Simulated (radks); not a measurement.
# Si³⁺ in [Ne] 3s1: an all-electron calculation

The task here is to estimate one member of a computed series from the others.

Method: scalar-relativistic Kohn-Sham, PBE, spin-unpolarised, spherical densities, point nucleus. Code: radks (a radial shooting solver on a logarithmic mesh, Libxc functionals) version 1.

## Starting point

```
element       : silicon (Z = 14)
charge        : +3
electrons     : 11
configuration : [Ne] 3s1
```

The outer shells:

Si³⁺
```
[Ne] core
3s [↑ ]
```

The first run:

Input:

```text
Z 14
configuration [Ne] 3s1
relativity scalar-relativistic
functional pbe,pbe
spin unpolarised
nucleus point
c 137.035999084
```

Steps of the session up to this table: Self-consistent calculation.

One of the session's tables, all rows but one given; the rest of the session is left out.

It belongs to the step «Orbitals and density». Radial moments (bohr):

| level | <r> | outermost maximum (interpolated) | 90 % within | nodes |
| --- | --- | --- | --- | --- |
| 1s | ? | ? | ? | ? |
| 2s | 0.5660 | 0.454 | 0.891 | 1 |
| 2p | 0.5341 | 0.387 | 0.897 | 0 |
| 3s | 1.846 | 1.63 | 2.73 | 2 |

Q: Estimate the row for 1s from the others.

**Answer.** <r>: 0.1113; outermost maximum (interpolated): 0.0726; 90 % within: 0.199; nodes: 0. In the column «<r>» it is the lowest.

Caveats from the session: Spin polarisation and multiplet splitting are left out.
